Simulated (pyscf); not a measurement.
PH₂• + InH₂• -> PH [triplet] + InH₃, a hydrogen abstraction (triplet surface; H–P broken, H–In formed). PySCF, gas phase, ωB97X-D3(BJ)/def2-SVP geometries. MP2 and CC: frozen core, UHF for open shells. ΔMP2 is the change of the MP2 total energy from the triple- to the quadruple-zeta basis. Energies in eV from the separated reactants.

Small-basis levels: PySCF, no dispersion term, spherical d functions. AM1 to PM7: differences of heats of formation from MOPAC. Open shells are spin-unrestricted. 

| level | barrier | reaction energy |
|---|---|---|
| HF/6-31G*+LANL2DZ | 0.68 | -0.04 |
| B3LYP/LANL2DZ | (withheld) | -0.12 |
| B3LYP/6-311+G**+LANL2DZ | 0.34 | +0.21 |
| PBE/def2-SVP | 0.20 | +0.38 |
| B3LYP/def2-SVP | 0.39 | +0.35 |
| PM3 | (withheld) | +0.59 |
| PM6 | 1.40 | +1.90 |
| CCSD(T)/def2-TZVPP + ΔMP2(QZVPP) | (withheld) | +0.17 |

Task: What belongs in the gaps?

Result: 
- B3LYP/LANL2DZ, barrier: 0.11
- PM3, barrier: 0.09
- CCSD(T)/def2-TZVPP + ΔMP2(QZVPP), barrier: 0.36

Against the last row the barrier runs from -0.28 (PM3) to +1.04 eV (PM6). At PBE/def2-SVP, PM3, PM6 this geometry lies under one side, so the entry may be no barrier of that level: it is a single point on another level's saddle. CCSD(T)/def2-TZVPP + ΔMP2(QZVPP) has limits of its own. On the reactant side the descent ends in a complex (not fully relaxed), 0.21 eV under the separated species and 0.55 eV under the saddle at ωB97X-D3(BJ)/def2-TZVP. On the product side the descent ends in a complex (not fully relaxed), 0.20 eV under the separated species and 0.30 eV under the saddle at ωB97X-D3(BJ)/def2-TZVP. PH₂• + InH₂• also meet on a surface of lower spin, which isn't treated here. This is the saddle that the search found; another between the same sides may lie lower. The angle at the transferred H is 165°. The CCSD(T) − MP2 part came from Ansatz, without density fitting, on the same reference. The frozen core leaves the outer d or s,p core shells of the metals and heavy elements correlated in the MP2 and CC values, and def2-TZVPP describes them poorly, which can shift differences by a few kcal/mol. Elements past Kr carry the def2 core potentials, without spin-orbit coupling.
